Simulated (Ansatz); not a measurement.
# CH5B: the cost of one run

Method: RKS LDA/6-31G*, in Ansatz 0.2.0.

## Step 1: Starting point

Bond lengths: B1–C2 1.600 Å, C2–H3 1.110 Å, C2–H4 1.110 Å, C2–H5 1.110 Å, B1–H6 1.190 Å, B1–H7 1.190 Å. Angles: B1–C2–H3 109.5°, B1–C2–H4 109.5°, B1–C2–H5 109.5°, H3–C2–H4 109.4°, H3–C2–H5 109.4°, H4–C2–H5 109.4°, C2–B1–H6 120.0°, C2–B1–H7 120.0°, H6–B1–H7 120.0°.

As a file:

```xyz
7

B     0.0000    0.0000    0.0000
C     0.0000    0.0000    1.6000
H    -0.9996   -0.3092    1.9705
H     0.7676   -0.7111    1.9705
H     0.2320    1.0203    1.9705
H     1.0305    0.0000   -0.5950
H    -1.0305    0.0000   -0.5950
```

## Step 2: Relaxing the start

input.yaml

```yaml
crystal:
  periodic: [false, false, false]
  atoms:
    - { symbol: B, position_ang: [0.0, 0.0, 0.0] }
    - { symbol: C, position_ang: [0.0, 0.0, 1.6] }
    - { symbol: H, position_ang: [-0.9996, -0.3092, 1.9705] }
    - { symbol: H, position_ang: [0.7676, -0.7111, 1.9705] }
    - { symbol: H, position_ang: [0.232, 1.0203, 1.9705] }
    - { symbol: H, position_ang: [1.0305, 0.0, -0.595] }
    - { symbol: H, position_ang: [-1.0305, 0.0, -0.595] }
basis:
  gaussian: { orbitals: "6-31G*" }
hamiltonian:
  xc: lda
relax:
  f_tol: 0.02
  max_steps: 40
```

On the command line:

```
ansatz run input.yaml --threads 1 --pin off --max-ram 2048MiB --backend cpu --events-out ev --progress --plain --runs-dir out
```

Q: Estimate wall time and peak memory on 1 thread of Arm Neoverse V1, shared host.

About 5.8 s, with a peak of 0.097 GiB.
